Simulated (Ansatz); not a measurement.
**Pb: LAPW beside PAW**

The same cell of Pb is computed with LAPW, all electrons, frozen-core PAW and all-electron PAW on datasets made for the crystal, to set the results side by side. The cell is first relaxed from a guess with PAW; it needn't be the stable phase of this composition.

Method: DFT PBE, scalar-relativistic, in Ansatz 0.2.0.

## Step 1: The system as given

The structure is cubic, space group Fm-3m (No. 225). Conventional cell: a = 4.717 Å, b = 4.717 Å, c = 4.717 Å, α = 90.00°, β = 90.00°, γ = 90.00°. Pb (site symmetry m-3m) is surrounded by 12 Pb at 3.34 Å.

Structure file:

```xyz
1
Lattice="0.0000 2.3585 2.3585 2.3585 0.0000 2.3585 2.3585 2.3585 0.0000" Properties=species:S:1:pos:R:3 pbc="T T T"
Pb    0.0000    0.0000    0.0000
```

## Step 2: Relaxing the guess with PAW

input.yaml reads:

```yaml
crystal:
  lattice:
    - [0.0, 2.358467447, 2.358467447]
    - [2.358467447, 0.0, 2.358467447]
    - [2.358467447, 2.358467447, 0.0]
  atoms:
    - { symbol: Pb, position: [0.0, 0.0, 0.0] }
kpoints:
  mp_grid: { grid: [13, 13, 13] }
scf:
  occupations: { method: fermi_dirac, width: 0.05 }
hamiltonian:
  xc: pbe
  pseudopotentials: { kind: paw }
output:
  forces: true
  stress: true
relax:
  f_tol: 0.005
  max_steps: 80
  cell: {}
```

The run is started by

```console
$ ansatz run input.yaml --threads 1 --pin off --max-ram 2048MiB --backend cpu --events-out ev --progress --plain --runs-dir out
```

After this run come: LAPW, all electrons; Frozen-core PAW; All-electron PAW on datasets made for the crystal.

What does the calculation give? Wanted: pressure; gap.

As calculated:

```
  quantity                                           value
  pressure  LAPW 0.01, PAW 0.00, crystal datasets 0.01 GPa
gap (LAPW)                                            none
```

The pressure is within half a GPa of zero, so the volume is close to equilibrium at this level. There is no gap at this level; the crystal is a metal here. Pb 6p carries the largest share, 89 %, of the projected states within 0.3 eV of the Fermi level. The projection holds only the free atom's occupied shells (Pb 6s, Pb 6p in this range). In pressure, PAW differs from LAPW by less than 0.01 GPa. LAPW took about 1.8 times as long as PAW (7.4 s against 4.2 s, on a shared host and with the outputs that each input asks for). Spin-orbit coupling is left out, though the cell holds Pb; in elements this heavy it can shift bands and gaps by tenths of an eV.
